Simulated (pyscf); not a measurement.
PySCF, gas phase, ωB97X-D3(BJ)/def2-SVP geometries.

**Question.** PBE/def2-TZVP puts the barrier of H₂P–GaH₂ (SMILES [PH2][GaH2]) + SiH₄ (SMILES [SiH4]) -> H₃Si–GaH–PH₂ (SMILES [SiH3][GaH][PH2]) + H₂ (SMILES [H][H]) (four-centre exchange; singlet surface; Ga–H, H–Si broken, Ga–Si, H–H formed) at 22.3 kcal/mol and the reaction energy at -1.9 kcal/mol, from the separated reactants. What do r²SCAN/def2-TZVP, M06-2X/def2-TZVP, ωB97M-D3(BJ)/def2-TZVP give on the same structures?

**Answer.** r²SCAN: ΔE‡ = 23.4 kcal/mol, ΔE = -1.1 kcal/mol; M06-2X: ΔE‡ = 30.8 kcal/mol, ΔE = 0.0 kcal/mol; ωB97M-D3(BJ): ΔE‡ = 31.2 kcal/mol, ΔE = +1.7 kcal/mol. PBE's barrier lies under all of them, by 1.0 to 8.9 kcal/mol. Its reaction energy lies under all of them, by 0.9 to 3.6 kcal/mol. On the reactant side the descent ends in a complex, 6.0 kcal/mol under the separated species and 33.3 kcal/mol under the saddle at ωB97X-D3(BJ)/def2-TZVP. At the saddle there is also a short Ga–H contact that neither side keeps. At ωB97X-D3(BJ)/def2-TZVP the barrier from the zero used here is 27.4 kcal/mol. This is the saddle that the search found; another between the same sides may lie lower. Elements up to Kr have no core potential and no relativistic terms here.
